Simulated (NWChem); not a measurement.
methanol (CH₄O); SMILES CO

All runs: NWChem. Coordinates come from a PBE0-D3(BJ)/def2-TZVP optimisation. LC-ωPBE (HJS hole) with def2-SVP; x = 1 − exp(−ω/0.25 bohr⁻¹) is a scale chosen for this fit.

```
row           x  −ε(HOMO) (eV)
--------  -----  -------------
ω = 0.05  0.181           6.49
ω = 0.20  0.551           8.55
ω = 0.35  0.753          10.06
ω = 0.40  0.798          10.45
ω = 0.50  0.865       withheld
```

**Question.** Fit a straight line of the last column on the one before it, predict the withheld value, and compare with the run.

**Answer.** 
1. Means of the 4 shown rows: x = 0.5707, y = 8.887. Slope Σ(x − x̄)(y − ȳ)/Σ(x − x̄)² = 1.510/0.2372 = 6.367; intercept 5.254.
2. The shown rows scatter about the line by 0.128 (root mean square); the largest residual is -0.21, at ω = 0.20.
3. At x = 0.865 (ω = 0.50; beyond the shown range) the line gives 10.76.
4. The run gives 11.09, +0.33 from the line, 2.6 times the scatter.
